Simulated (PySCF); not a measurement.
## LiF₂⁻: fields on a plane

Level of theory: PBE0/[Li def2-TZVPD, F def2-TZVPD], no relativity, density fitting, PySCF.

The singlet minimum has Li–F 1.688 Å (×2); F–Li–F 180.0°.

The plane holds Li1 at (0.00, 0.00), F2 at (1.69, 0.00), F3 at (-1.69, 0.00) Å. Columns run from x = -3.75 to 4.05 Å, rows from y = 2.25 (top) to -1.95 Å, in steps of 0.3 Å. Other isomers or separated fragments may lie lower.

Q: Give the electron localisation function (set to 0 where the density is under 0.005 e/Å³). Lower edges of the bins: '0' 0.000, '1' 0.100, '2' 0.200, '3' 0.300, '4' 0.400, '5' 0.500, '6' 0.600, '7' 0.700, '8' 0.800, '9' 0.900; top 1.00.

A: 
```
000000000000000000000000000
000000000000000000000000000
000001111100000011111000000
000012333210000123332100000
000124555420000245554210000
001246777630000367776421000
002468888720990278888642000
012478617814994187168742100
012478617814994187168742100
002468888720990278888642000
001246777630000367776421000
000124555420000245554210000
000012333210000123332100000
000001111100000011111000000
000000000000000000000000000
```

Q: Give the electron density (e/Å³) (cut at 5 e/Å³). Every second row and column.

A: 
```
0.00 0.00 0.00 0.00 0.00 0.00 0.00 0.00 0.00 0.00 0.00 0.00 0.00 0.00
0.00 0.00 0.01 0.01 0.01 0.01 0.00 0.00 0.01 0.02 0.01 0.00 0.00 0.00
0.00 0.01 0.04 0.16 0.16 0.05 0.01 0.02 0.09 0.19 0.09 0.02 0.00 0.00
0.00 0.02 0.27 3.12 2.52 0.26 0.70 0.22 0.80 4.55 1.01 0.07 0.01 0.00
0.00 0.03 0.44 5.00 5.00 0.41 5.00 0.77 1.59 5.00 2.22 0.10 0.01 0.00
0.00 0.01 0.12 0.68 0.61 0.12 0.06 0.06 0.29 0.87 0.32 0.04 0.00 0.00
0.00 0.00 0.02 0.04 0.04 0.02 0.01 0.01 0.03 0.05 0.03 0.01 0.00 0.00
0.00 0.00 0.00 0.00 0.00 0.00 0.00 0.00 0.00 0.01 0.00 0.00 0.00 0.00
```

The lowest empty level of this anion is unbound, so it and the gap depend on the basis.
